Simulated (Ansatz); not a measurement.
in.yaml

```yaml
crystal:
  periodic: [false, false, false]
  atoms:
    - {symbol: N, position_ang: [0.000000, 0.051693, 2.035342]}
    - {symbol: B, position_ang: [0.000000, 0.044493, 0.712376]}
    - {symbol: Si, position_ang: [0.000000, -0.083412, -1.214889]}
    - {symbol: H, position_ang: [0.000000, 1.128664, -2.072682]}
basis:
  gaussian: {orbitals: cc-pVDZ}
magnetization: {spin_polarized: true, initial_magnetization: 5}
correlation: {method: ccsdt_q, electrons: outside_noble_gas}
```

```sh
$ ansatz run in.yaml --threads 1 --pin off --events-out ev --progress --plain --max-ram 2393MiB
```

The program prints:

```
936 factors; integrals over basis functions are off by at most 1.9e-7 eV
mean field evaluation 1: about -10022.5666 eV, gradient 1.1e1 eV
mean field evaluation 2: about -10022.6743 eV, gradient 1.1e1 eV
mean field evaluation 4: about -10024.5824 eV, gradient 1.7e0 eV
mean field evaluation 8: about -10024.7301 eV, gradient 4.0e-1 eV
mean field evaluation 16: about -10024.7473 eV, gradient 4.8e-6 eV
mean field evaluation 32: about -10024.7386 eV, gradient 6.4e-1 eV
mean field evaluation 64: about -10019.3808 eV, gradient 1.1e1 eV
mean field evaluation 96: about -10023.3895 eV, gradient 1.5e-3 eV
mean field evaluation 128: about -10022.4497 eV, gradient 2.3e-1 eV
mean field evaluation 160: about -10021.3745 eV, gradient 2.3e-2 eV
...
cycle  18  -6.91638010 eV  change    1.2e-5 eV  update   2.6e-5
cycle  19  -6.91638486 eV  change   -4.8e-6 eV  update   1.6e-5
cycle  20  -6.91639247 eV  change   -7.6e-6 eV  update   1.1e-5
cycle  21  -6.91639694 eV  change   -4.5e-6 eV  update   7.6e-6
cycle  22  -6.91639785 eV  change   -9.1e-7 eV  update   5.0e-6
cycle  23  -6.91639764 eV  change    2.1e-7 eV  update   4.1e-6
cycle  24  -6.91639737 eV  change    2.7e-7 eV  update   2.9e-6
cycle  25  -6.91639713 eV  change    2.3e-7 eV  update   2.3e-6
cycle  26  -6.91639739 eV  change   -2.6e-7 eV  update   1.8e-6
cycle  27  -6.91639781 eV  change   -4.2e-7 eV  update   1.3e-6
perturbative correction -0.01077483 eV, -0.0003959677 hartree
Total energy: -10031.67451467 eV, -368.6572387008 hartree
```

Ran on 1 thread of Arm Neoverse V2, shared host: 51 s wall, 0.6 GiB peak host memory.
